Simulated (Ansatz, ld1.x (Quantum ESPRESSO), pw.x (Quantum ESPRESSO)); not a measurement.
Nb (Z = 41): does the TM potential hold in the solid?

```
Element                 : niobium (Nb)
Generator               : ld1.x (Quantum ESPRESSO) 7.5
Type                    : norm-conserving Troullier–Martins (Kleinman–Bylander form)
Functional              : LDA (PW92)
Relativity              : scalar-relativistic
Frozen core             : [Kr]
Valence charge          : 5
Reference configuration : 4d5 5s0 5p0
Partial waves           : 5s (bound, empty): rc 2.25 bohr; 5p (bound, empty): rc 3.20 bohr; 4d (bound): rc 1.70 bohr; 4f channel at 0.5 Ry: rc 3.45 bohr
Local potential         : the f channel
Core correction         : Bessel-smoothed model core, default radius (core density twice the valence density)
```

Crystal test: fcc Nb in pw.x 7.5, no spin, 14³ k-points, Fermi–Dirac smearing 0.01 Ry, cutoffs 55/220 Ry. The reference is all-electron LAPW (Ansatz 0.2.0) with the same functional, mesh and smearing; V0 and B0 come from Birch–Murnaghan fits to the pressures at five volumes. Errors are pseudo minus all-electron; Δ is the rms difference of the E(V) curves that follow from these fits, minima aligned, over ±6 % about the mean V0. Mesh and smearing are coarse, so the numbers serve the comparison and aren't converged zero-temperature values; the lattice is a test structure that the element need not adopt.

| V (Å³/atom) | P all-electron (GPa) | P pseudo (GPa) |
| --- | --- | --- |
| 16.812 | 10.89 | 5.40 |
| 17.255 | 5.41 | 1.12 |
| 17.697 | 0.54 | -2.72 |
| 18.139 | -3.80 | -6.14 |
| 18.582 | -7.66 | -9.20 |

All-electron: a0 = 4.141 Å (V0 = 17.75 Å³/atom), B0 = 181.7 GPa.

Pseudopotential: mean pressure error (GPa): -3.38; a0 (Å): 4.112; a0 error (%): -0.70; B0 error (%): -15.2; Δ (meV/atom): 14.4. The largest radius (3.45 bohr) exceeds half the bond length (2.76 bohr), so the spheres overlap, which is one possible source of error among others. This is a poor potential for the solid. Note: ghost state, extra bound levels that the all-electron valence spectrum of the same l lacks: s at -3.4 eV. A true bound ghost makes a file unfit for plane-wave use. Atomic configuration tests: 5 of 9 tests not solved or not reliable. The logarithmic derivative shows an extra or strongly shifted pseudo pole above the reference energy (p near 1.91 Ry).

Question: At the middle volume, how do free energy and pressure move when the wave cutoff is lowered (ecutrho kept at four times it)?

Answer:

```tsv
cutoff (Ry)	shift of F (meV/atom)	shift of P (GPa)
25	+689.9	-18.21
33	+142.0	-5.79
44	+8.2	-0.68
```

The 8 pw.x runs together took about 75 s on one core of a shared server CPU.
